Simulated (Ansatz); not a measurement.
## [H···H···F], doublet in cc-pVTZ: errors against UCCSDT(Q)

Geometry: a point of a hydrogen-transfer path between rigid fragments, not a stationary point.

```xyz
3

H     0.0000    0.0000   -0.9187
H     0.0000    0.0000   -0.0637
F     0.0000    0.0000    0.9823
```

Basis cc-pVTZ; Ansatz 0.2.0. Only valence electrons are correlated (noble-gas cores frozen), which leaves 9 electrons in 57 orbitals. R marks a restricted (for open shells ROHF) determinant, U an unrestricted one. Active spaces: pair = (3e, 3o) about the gap; valence = (9e, 6o) chosen from the atoms' valence shells.

Full CI isn't at hand for all of this; UCCSDT(Q) serves as the reference, and is uncertain by about the last step of the cluster series. The frozen core follows each run's orbitals, which can shift R against U totals by a few meV.

For open shells CISD is restricted-active-space CI with the open shells as a complete middle space.

- UHF ⟨S²⟩: 0.775
- T1 diagnostic (RCCSD): 0.0227
- largest doubles amplitude (RCCSD): 0.056
- T1 diagnostic (UCCSD): 0.0140

| level | E − E(UCCSDT(Q)) (kJ/mol) | share of correlation (%) | wall time |
| --- | --- | --- | --- |
| RHF | 799.6 | 0.00 | – |
| UHF | 775.6 | 3.00 | – |
| RMP2 | 29.3 | 96.34 | – |
| UMP2 | 39.9 | 95.01 | – |
| CISD | 52.8 | 93.40 | 2.3 s |
| RCCSD | 21.8 | 97.28 | – |
| UCCSD | 20.6 | 97.43 | – |
| RCCSD(T) | 1.2 | 99.85 | 5.5 s |
| UCCSD(T) | 1.4 | 99.83 | 5 s |
| BCCD(T) | 1.2 | 99.84 | 2 s |
| RCCSDT | 1.0 | 99.88 | – |
| UCCSDT | 0.9 | 99.89 | – |
| RCCSDT(Q) | 0.1 | 99.98 | 58 s |
| CASSCF (pair space) | 716.7 | 10.37 | – |
| NEVPT2 (pair space) | 32.3 | 95.96 | 0.76 s |
| CASSCF (valence space) | 711.5 | 11.02 | – |
| NEVPT2 (valence space) | 87.6 | 89.05 | 0.6 s |
| MRCISD (valence space) | 41.7 | 94.79 | – |
| MRCISD+Q (valence space) | 10.2 | 98.72 | 1.2 s |

The correlation energy at UCCSDT(Q), counted from RHF, is -8.287 eV. That run took 51 s on 1 thread of Arm Neoverse V2, shared host.

Times hold each run's SCF and search for its determinant on a shared host, so for small cases they say little of a method's own cost; they ran on 1 thread of Arm Neoverse V2.

Natural occupations of CASSCF (valence space) about the gap: 2.000 2.000 1.999 1.972 1.002 0.027; effectively unpaired electrons, Σ n²(2−n)², 1.01.
